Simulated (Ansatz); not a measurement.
Consider the substitution at a C–S bond: `NCSS` + `OCO` → `NCOCO` + `SS`.

Computed with Ansatz on PBE0-D4/def2-TZVP structures; ΔE is electronic, products minus reactants. CCSD(T)/CBS adds triple-zeta CCSD(T) − MP2 to the extrapolated MP2 energy (def2 sets, frozen cores). This one scheme is used for every species. DFT in def2-TZVPP. B3LYP here is the variant with VWN-RPA as its local correlation; programs differ in this. One conformer a species, not always the lowest.

`NCSS`:

```xyz
9

N     1.243   -0.416   -0.569
C    -0.096   -0.037   -0.860
S    -0.868    1.262    0.207
S    -0.694    0.429    2.059
H     1.868    0.379   -0.600
H     1.305   -0.829    0.354
H    -0.747   -0.912   -0.822
H    -0.167    0.399   -1.860
H    -1.844   -0.275    2.092
```

`OCO`:

Cartesian coordinates in Å:
```
O -1.142 -0.097 0.414
C 0.056 -0.300 -0.274
O 1.044 0.625 0.068
H -0.966 -0.203 1.354
H -0.208 -0.245 -1.335
H 0.492 -1.281 -0.056
H 0.725 1.501 -0.170
```

`NCOCO`:

```xyz
12

N     0.787    1.395    0.354
C     1.118    0.011    0.122
O     0.040   -0.838    0.416
C    -1.022   -0.736   -0.504
O    -2.163   -1.285    0.051
H     0.909    1.657    1.322
H     1.325    2.020   -0.227
H     1.936   -0.363    0.746
H     1.420   -0.094   -0.930
H    -0.799   -1.327   -1.401
H    -1.157    0.320   -0.774
H    -2.395   -0.761    0.824
```

`SS`:

Z-matrix (Å, degrees):
```
S
S 1 2.046
H 1 1.347 2 98.6
H 2 1.347 1 98.6 3 -90.5
```

```csv
level,ΔE (eV)
B3LYP-D4,0.51
ωB97M-V,0.48
```

**Question.** What does CCSD(T)/CBS give? (An estimate is asked.)

**Answer.** The calculation gave: +0.52 eV. The listed levels differ from it by -0.01, -0.04 eV.

Largest T1 diagnostic among the species: 0.012.

In def2-TZVPP, CCSD(T) changes the Hartree–Fock value by +0.15 eV (the triples alone add +0.04 eV) and MP2 by +0.24 eV. The D4 term adds +0.05 eV with B3LYP and +0.02 eV with PBE0; it sums over pairs of atoms, weighted by their polarisabilities, and B3LYP, whose exchange is more repulsive, gets the larger term.
